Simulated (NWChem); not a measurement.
Correlation energy of H2Si (+1)

```
Si
H 1 1.5137
H 1 1.5137 2 119.91
```
Charge +1, spin multiplicity 2.

Program: NWChem. All single points use one geometry, from UPBE/def2-SVP, a minimum by its harmonic frequencies.

Basis set: cc-pVQZ. Each correlation energy counts from its own Hartree-Fock reference.

```
method           correlation energy (mHa)
---------------  ------------------------
URI-MP2                             -80.8
UMP2                                -80.9
SCS-UMP2                            -91.3
CCSD on ROHF                       -102.4
CCSD[T] on ROHF                    -104.8
CCSD(T) on ROHF                    -104.8
```

The values span 24.0 mHa, from CCSD[T] on ROHF (lowest) to URI-MP2 (highest). 

The correlated methods keep 5 core orbitals frozen. This spin state was chosen for the runs; another may lie lower. The structure started from a generated list of species. The unpaired electrons of the parent sit in orbitals of symmetry a1 (C2v labels of the run); other states weren't searched. The stability of the SCF solutions was not checked. Open-shell Hartree-Fock references start from PBE0 orbitals. Coupled-cluster values serve here as a point of comparison, not as the truth.
